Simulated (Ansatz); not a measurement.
**Two structures, one formula**

The two ends of one reaction step of SiNH4Cl, closed shell (PBE0-D4/def2-TZVP).

A:

Si1  (-0.583, -0.467, -0.464)
H2  (0.690, 0.985, 2.096)
N3  (0.526, -0.360, -1.589)
H4  (1.128, 1.082, 1.498)
H5  (-1.719, 0.400, -0.081)
Cl6  (-0.595, -2.066, 0.765)
H7  (0.553, 0.425, -2.226)
(Å)

B:

```
7
angstrom
Si -0.4381 -0.0692 0.4514
H -0.0575 0.4965 1.7627
N 0.6509 0.5106 -0.7192
H 1.6413 0.5173 -0.5351
H -1.8089 0.2922 0.0331
Cl -0.4515 -2.1250 0.7072
H 0.4637 0.3777 -1.7001
```

Computed with Ansatz 0.2.0 (basis: def2-TZVPP); correlated methods freeze the cores. B3LYP uses VWN-RPA correlation.

Which structure is lower at CCSD(T), and by how much? (An estimate is asked for; the value comes from the calculation.)

Computed: B, by 250.4 kJ/mol (electronic energy, against the other). By their contacts, A is a complex of SiNH₂Cl ([NH][SiH][Cl]) + H₂ and B is SiNH₄Cl ([NH2][SiH2][Cl]).

All methods give the same order:

| method | E(B) − E(A) (kJ/mol) |
| --- | --- |
| SPW92 | -260.5 |
| PBE-D4 | -234.9 |
| BLYP-D4 | -220.4 |
| r2SCAN-D4 | -248.5 |
| B97M-V | -248.2 |
| PBE0-D4 | -261.3 |
| B3LYP-D4 | -244.9 |
| r2SCAN0-D4 | -267.6 |
| BHLYP-D4 | -273.3 |
| CAM-B3LYP-D4 | -261.4 |
| wB97X-V | -265.7 |
| wB97M-V | -255.9 |
| B2PLYP | -246.6 |
| PBE-QIDH | -269.6 |
| RPA on PBE | -238.4 |
| HF | -291.9 |
| MP2 | -247.9 |
| CCSD | -261.0 |
| CCSD(T) | -250.4 |

No T1 diagnostic of these runs exceeds 0.016.

Labels in which every atom is bracketed show which atoms are joined, not bond orders.

For scale, one of the runs: CCSD(T)/def2-TZVPP, 171 basis functions, launched by `ansatz run in.yaml --threads 2 --pin off --events-out ev --progress --plain --max-ram 4352MiB`. The run took 20 s on 2 CPU threads of an Arm Neoverse V2 (shared host), with 1.3 GiB of host memory at its peak.
